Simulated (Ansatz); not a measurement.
**Litharge SnO: volume per atom by level of theory**

No measured value is used here.

**Question.** Put these levels in order of the volume per atom that they give for litharge SnO, smallest first: LDA (Ansatz, a first-principles code), PBE (Ansatz), PBE-D3(BJ) (Ansatz).

**Answer.** LDA (16.52 Å³/atom), PBE-D3(BJ) (17.51 Å³/atom), PBE (18.97 Å³/atom)

PBE, LDA: the cell comes from a level without a dispersion term, which matters for the spacing of layers, chains or molecules. Cutoffs differ between the levels. Ansatz's density-functional and Hartree–Fock values are scalar-relativistic unless marked +SOC, with PAW data made under PBE.
